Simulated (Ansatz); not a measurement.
Molecule: ethanol, C2H6O, net charge 0, singlet state. 
Coordinates optimised at B3LYP-D3(BJ)/def2-TZVP (Ansatz, a first-principles code):
SMILES: CCO
```xyz
9

C      1.1718    -0.4079     0.0081
C      0.0038     0.5538    -0.0092
O     -1.1993    -0.2136     0.0022
H     -1.9515     0.3866    -0.0087
H      0.0464     1.2144     0.8659
H      0.0484     1.1848    -0.9058
H      2.1164     0.1393     0.0001
H      1.1395    -1.0312     0.9029
H      1.1415    -1.0607    -0.8654
```
Charge 0, spin multiplicity 1.

Basis-set convergence of Hartree-Fock and MP2 correlation energies (hartree) with Ansatz. Correlated levels leave the core frozen unless marked. No spin-orbit coupling. Non-relativistic.

| basis | functions | E(HF) | E(corr, MP2) |
|---|---|---|---|
| aug-cc-pVDZ | 123 | -154.10585 | -0.50755 |
| aug-cc-pVTZ | 276 | [?] | [?] |

Problem. Fill in the missing entries.

Solution. 
- aug-cc-pVTZ, E(HF): -154.14532
- aug-cc-pVTZ, E(corr, MP2): -0.61303
